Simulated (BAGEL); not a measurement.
**CH5OSi (SMILES [CH2][SiH2]O): UHF/6-31G(d) (density fitting with qzvpp-jkfit, spherical functions)**

What is the vertical ionisation energy of CH5OSi at UHF/6-31G* (density fitting with qzvpp-jkfit, spherical functions)? 

Program for the calculation: BAGEL 1.2.2.

3 further runs of the same task are left out: 1 that didn't finish, 2 set aside as unsound or not needed. Runs told in other sessions of the task aren't counted.

## (1) The system as given

CH5OSi has 8 atoms, charge 0, and is taken as a doublet. SMILES: `[CH2][SiH2]O`. The coordinates come from a PBE0-D4/def2-TZVP relaxation. This is one conformer, not always the lowest.

Bond lengths: C1–Si2 1.840 Å, Si2–O3 1.650 Å, C1–H4 1.086 Å, C1–H5 1.087 Å, Si2–H6 1.485 Å, Si2–H7 1.490 Å, O3–H8 0.958 Å. Angles: C1–Si2–O3 112.2°, C1–Si2–H6 111.4°, C1–Si2–H7 108.0°, O3–Si2–H6 104.2°, O3–Si2–H7 111.6°, Si2–C1–H4 122.8°, Si2–C1–H5 122.5°, Si2–O3–H8 117.1°, H6–Si2–H7 109.4°, H4–C1–H5 114.6°.

## (2) The energy at UHF/6-31G(d) (density fitting with qzvpp-jkfit, spherical functions)

The input, job.json:

```json
{ "bagel": [

{
  "title": "molecule",
  "basis": "6-31gs.json",
  "df_basis": "qzvpp-jkfit",
  "angstrom": true,
  "geometry": [
    { "atom": "C", "xyz": [   -0.861500,    0.517800,   -0.791400 ] },
    { "atom": "Si", "xyz": [    0.654000,   -0.005200,    0.111100 ] },
    { "atom": "O", "xyz": [    0.302800,   -0.724400,    1.554400 ] },
    { "atom": "H", "xyz": [   -0.970800,    0.416800,   -1.867000 ] },
    { "atom": "H", "xyz": [   -1.703100,    0.991500,   -0.293300 ] },
    { "atom": "H", "xyz": [    1.495600,    1.161100,    0.480600 ] },
    { "atom": "H", "xyz": [    1.431000,   -0.912300,   -0.779800 ] },
    { "atom": "H", "xyz": [   -0.255800,   -1.502300,    1.529400 ] }
  ]
},
{ "title": "uhf", "nopen": 1 },
{ "title": "print", "file": "orbitals.molden", "orbitals": true }

]}
```

The basis set 6-31G* is read from a file made from the Basis Set Exchange's data (not shown).

On the command line:

```sh
BAGEL_NUM_THREADS=1 BAGEL job.json > job.out
```

Output:

```text
* using 1 threads per process

  ===============================================================
  ===============================================================

  *** Geometry ***

  { "atom" : "C", "xyz" : [     -1.627999,      0.978500,     -1.495529 ] },
  { "atom" : "Si", "xyz" : [      1.235881,     -0.009827,      0.209949 ] },
  { "atom" : "O", "xyz" : [      0.572209,     -1.368918,      2.937390 ] },
  { "atom" : "H", "xyz" : [     -1.834546,      0.787638,     -3.528119 ] },
  { "atom" : "H", "xyz" : [     -3.218393,      1.873663,     -0.554257 ] },
  { "atom" : "H", "xyz" : [      2.826274,      2.194161,      0.908202 ] },
  { "atom" : "H", "xyz" : [      2.704198,     -1.723997,     -1.473608 ] },
  { "atom" : "H", "xyz" : [     -0.483392,     -2.838936,      2.890147 ] },

  Number of auxiliary basis functions:      370

  Since a DF basis is specified, we compute 2- and 3-index integrals:
    o Being stored without compression. Storage requirement is 0.009 GB

  Number of basis functions:       56
  Number of electrons      :       33

    * METHOD: MOLECULE                             0.08

  *** Open-shell HF ***

  === Nuclear Repulsion ===
   108.9327533291

      * DIIS with orbital gradients will be used.

  === UHF iteration (6-31gs.json) ===
      0       -404.37055265          0.05177474           0.03
      1       -404.48998373          0.03139844           0.02
      2       -404.52592344          0.02023534           0.03
      3       -404.54923879          0.00124241           0.03
      4       -404.54961118          0.00031028           0.03
      5       -404.54967017          0.00013552           0.03
      6       -404.54969754          0.00004283           0.03
      7       -404.54970334          0.00001653           0.03
      8       -404.54970442          0.00000554           0.03
      9       -404.54970453          0.00000229           0.02
     10       -404.54970454          0.00000101           0.02
     11       -404.54970454          0.00000045           0.02
     12       -404.54970454          0.00000016           0.03
     13       -404.54970454          0.00000005           0.03
     14       -404.54970454          0.00000002           0.03
     15       -404.54970454          0.00000001           0.02
     16       -404.54970454          0.00000001           0.02
    * SCF iteration converged.

    * S^2 (UHF) is 0.7600

    * Permanent dipole moment:
           (    0.581383,     0.313454,     0.473969) a.u.

    * METHOD: UHF                                  0.50

    * METHOD: PRINT                                0.00

  ===============================================================
```

It took 0.72 s on 1 thread of Intel Xeon 6975P-C (Granite Rapids), shared host.

## (3) The singlet cation

The input, calc.json:

```json
{ "bagel": [

{
  "title": "molecule",
  "basis": "6-31gs.json",
  "df_basis": "qzvpp-jkfit",
  "angstrom": true,
  "geometry": [
    { "atom": "C", "xyz": [   -0.861500,    0.517800,   -0.791400 ] },
    { "atom": "Si", "xyz": [    0.654000,   -0.005200,    0.111100 ] },
    { "atom": "O", "xyz": [    0.302800,   -0.724400,    1.554400 ] },
    { "atom": "H", "xyz": [   -0.970800,    0.416800,   -1.867000 ] },
    { "atom": "H", "xyz": [   -1.703100,    0.991500,   -0.293300 ] },
    { "atom": "H", "xyz": [    1.495600,    1.161100,    0.480600 ] },
    { "atom": "H", "xyz": [    1.431000,   -0.912300,   -0.779800 ] },
    { "atom": "H", "xyz": [   -0.255800,   -1.502300,    1.529400 ] }
  ]
},
{
  "title": "hf",
  "charge": 1
},
{
  "title": "print",
  "file": "orbitals.molden",
  "orbitals": true
}

]}
```

The basis set 6-31G* is read from a file made from the Basis Set Exchange's data (not shown).

On the command line:

```sh
BAGEL_NUM_THREADS=1 BAGEL calc.json > calc.out
```

Output:

```text
* using 1 threads per process

  ===============================================================
  ===============================================================

  *** Geometry ***

  { "atom" : "C", "xyz" : [     -1.627999,      0.978500,     -1.495529 ] },
  { "atom" : "Si", "xyz" : [      1.235881,     -0.009827,      0.209949 ] },
  { "atom" : "O", "xyz" : [      0.572209,     -1.368918,      2.937390 ] },
  { "atom" : "H", "xyz" : [     -1.834546,      0.787638,     -3.528119 ] },
  { "atom" : "H", "xyz" : [     -3.218393,      1.873663,     -0.554257 ] },
  { "atom" : "H", "xyz" : [      2.826274,      2.194161,      0.908202 ] },
  { "atom" : "H", "xyz" : [      2.704198,     -1.723997,     -1.473608 ] },
  { "atom" : "H", "xyz" : [     -0.483392,     -2.838936,      2.890147 ] },

  Number of auxiliary basis functions:      370

  Since a DF basis is specified, we compute 2- and 3-index integrals:
    o Being stored without compression. Storage requirement is 0.009 GB

  Number of basis functions:       56
  Number of electrons      :       33

    * METHOD: MOLECULE                             0.10

  *** RHF ***

  === Nuclear Repulsion ===
   108.9327533291

      * DIIS with orbital gradients will be used.

  === RHF iteration (6-31gs.json) ===
      0       -404.02191509          0.02747456           0.01
      1       -404.14383207          0.01826024           0.01
      2       -404.21797617          0.00237593           0.01
      3       -404.22013052          0.00049185           0.01
      4       -404.22027640          0.00019867           0.01
      5       -404.22030875          0.00005239           0.01
      6       -404.22031094          0.00001798           0.01
      7       -404.22031119          0.00000709           0.01
      8       -404.22031123          0.00000225           0.01
      9       -404.22031123          0.00000094           0.01
     10       -404.22031123          0.00000043           0.01
     11       -404.22031123          0.00000016           0.01
     12       -404.22031123          0.00000007           0.01
     13       -404.22031123          0.00000003           0.01
     14       -404.22031123          0.00000001           0.01
     15       -404.22031123          0.00000001           0.01
    * SCF iteration converged.

    * Permanent dipole moment:
           (    1.838037,    -0.585544,     1.982290) a.u.

    * METHOD: HF                                   0.27

    * METHOD: PRINT                                0.00

  ===============================================================
```

Run time: 0.52 s. Hardware: 1 thread of Intel Xeon 6975P-C (Granite Rapids), shared host.

## (4) Results

At UHF/6-31G* (density fitting with qzvpp-jkfit, spherical functions):

```
                                          quantity          value
                      doublet CH5OSi: total energy  -404.54970 Eh
                     doublet CH5OSi: dipole moment         2.07 D
                              doublet CH5OSi: ⟨S²⟩          0.760
                      singlet cation: total energy  -404.22031 Eh
                       singlet cation: HOMO energy      -17.94 eV
                       singlet cation: LUMO energy       -7.44 eV
                     singlet cation: HOMO–LUMO gap       10.50 eV
vertical ionisation energy (to the singlet cation)       8.963 eV
```

In words: Removing an electron at fixed nuclei costs 8.96 eV (865 kJ/mol).
